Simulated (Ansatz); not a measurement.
Geometry optimisation, RKS PBE0-D4/def2-SVP (Ansatz 0.2.0).

The input (input.yaml):

```yaml
crystal:
  periodic: [false, false, false]
  atoms:
    - { symbol: Al, position_ang: [0.017806, 0.156656, 0.000182] }
    - { symbol: F, position_ang: [-0.076127, 0.394303, 1.665393] }
    - { symbol: H, position_ang: [1.459361, 0.175193, -0.642819] }
    - { symbol: H, position_ang: [-1.352308, -0.009369, -0.762382] }
    - { symbol: P, position_ang: [0.175572, -3.069493, 1.28147] }
    - { symbol: H, position_ang: [-0.669132, -2.913733, 0.138281] }
    - { symbol: H, position_ang: [1.382848, -2.804123, 0.566695] }
    - { symbol: H, position_ang: [0.019479, -1.729035, 1.74478] }
basis:
  gaussian: { orbitals: def2-SVP }
hamiltonian:
  xc: pbe0
  dispersion: d4
relax:
  f_tol: 0.03
  max_steps: 50
```

Launched with:

```bash
$ ansatz run input.yaml --threads 1 --pin off --max-ram 2048MiB --backend cpu --events-out ev --progress --plain --runs-dir out
```

Where does it end, and by what steps?

The forces met the threshold. The force dipped under the threshold on the way, but the program's further checks kept it going. After 8 steps the energy has fallen by 0.059 eV; H6 moved furthest, 0.29 Å.

| step | energy less start (eV) | largest force component (eV/Å) | accepted |
| --- | --- | --- | --- |
| 0 | 0.0000 | 0.250 | yes |
| 1 | -0.0006 | 0.759 | yes |
| 2 | -0.0419 | 0.133 | yes |
| 3 | -0.0491 | 0.081 | yes |
| 4 | -0.0575 | 0.063 | yes |
| 5 | -0.0579 | 0.106 | yes |
| 6 | -0.0590 | 0.010 | yes |
| 7 | -0.0592 | 0.046 | yes |
| 8 | -0.0595 | 0.013 | yes |

```xyz
8
Properties=species:S:1:pos:R:3
Al 0.028 -0.028 0.059
F -0.110 0.541 1.632
H 1.481 -0.047 -0.564
H -1.323 -0.219 -0.741
P 0.191 -3.025 1.145
H -0.706 -2.626 0.105
H 1.362 -2.578 0.461
H 0.034 -1.817 1.895
```

Whether the end is a true minimum wasn't checked by a vibrational analysis.

Run time: 26 s on 1 thread of Arm Neoverse V1, on a shared host, peak memory 0.14 GiB.
